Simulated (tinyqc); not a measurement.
CIS on RHF in the sto-6g basis, frozen core, for H2F+, spin multiplicity 1, step by step. One step of it, computed by the program tinyqc.

Task: CIS triplet states. Diagonalise A (1 hartree = 27.211386 eV); each vector has its largest component positive (the first on a tie).

CIS matrix A, triplet (hartree):
```
           2>6        2>7        3>6        3>7        4>6        4>7       5>6       5>7
2>6   1.326139   0.000000   0.000000  -0.078904  -0.061747   0.000000  0.000000  0.000000
2>7   0.000000   1.406129  -0.078904   0.000000   0.000000  -0.013306  0.000000  0.000000
3>6   0.000000  -0.078904   0.435441   0.000000   0.000000  -0.055534  0.000000  0.000000
3>7  -0.078904   0.000000   0.000000   0.491146  -0.055534   0.000000  0.000000  0.000000
4>6  -0.061747   0.000000   0.000000  -0.055534   0.389562   0.000000  0.000000  0.000000
4>7   0.000000  -0.013306  -0.055534   0.000000   0.000000   0.467986  0.000000  0.000000
5>6   0.000000   0.000000   0.000000   0.000000   0.000000   0.000000  0.361336  0.000000
5>7   0.000000   0.000000   0.000000   0.000000   0.000000   0.000000  0.000000  0.433841
```

Give: triplet excitation energies; lowest vectors.

Result:

triplet excitation energies (eV): 9.713  9.832  10.580  11.805  13.828  13.960  36.379  38.438

lowest vectors:
```
     state 1  state 2  state 3  state 4  state 5  state 6
2>6    0.092    0.000    0.000    0.000    0.000    0.055
2>7    0.000    0.000    0.071    0.000   -0.039    0.000
3>6    0.000    0.000    0.811    0.000   -0.580    0.000
3>7    0.426    0.000    0.000    0.000    0.000    0.900
4>6    0.900    0.000    0.000    0.000    0.000   -0.432
4>7    0.000    0.000    0.581    0.000    0.814    0.000
5>6    0.000    1.000    0.000    0.000    0.000    0.000
5>7    0.000    0.000    0.000    1.000    0.000    0.000
```
